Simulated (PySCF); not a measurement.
Gas-phase reaction: Si2H5 + SiH → c-Si3H6

Method: PySCF energies plus ideal-gas RRHO corrections (1 bar). † marks an energy on the PBE0/def2-TZVP geometry and frequencies; other levels use their own. CCSD(T) freezes the core. 6-31G* has spherical d functions here. Open shells (unrestricted): Si2H5 (multiplicity 2), SiH (multiplicity 2, electronic degeneracy 4); the rest are closed-shell singlets. Spin-orbit splitting is ignored; it lowers the true energy and changes the entropy of SiH. B3LYP is the form with VWN-RPA correlation. Si2H5, c-Si3H6: computed as isolated molecules; such fragments, hydroxides, amides, oligomers or adducts are transient or little studied in the gas. CCSD(T) isn't extrapolated to the basis-set limit; its ΔH°(298 K) is -301.7 kJ in def2-SVP and -323.5 kJ in def2-TZVPP. The harmonic model lacks anharmonicity and excited electronic states, which grow with temperature; levels with a mode under 35 cm⁻¹ are left out. Internal rotation in Si2H5 is treated as a harmonic vibration of one conformer, which makes the entropy rough. Warning, large T1 diagnostic: SiH (CCSD(T)/def2-TZVPP†).

```tsv
level	ΔE electronic, kJ	ΔH°(298 K), kJ	ΔS°(298 K), J/K	ΔG°(1000 K), kJ
B3LYP/6-31G*	-313	-304	-186	-121
B3LYP/def2-TZVP†	-315	-307	-183	-127
CCSD(T)/def2-SVP†	-311	-302	-183	-122
CCSD(T)/def2-TZVPP†	-332	-323	-183	-144
ωB97M-V/def2-TZVP†	-346	-338	-183	-158
```
ΔH° is lowest at ωB97M-V/def2-TZVP† and highest at CCSD(T)/def2-SVP†. No reference value is set beside these.
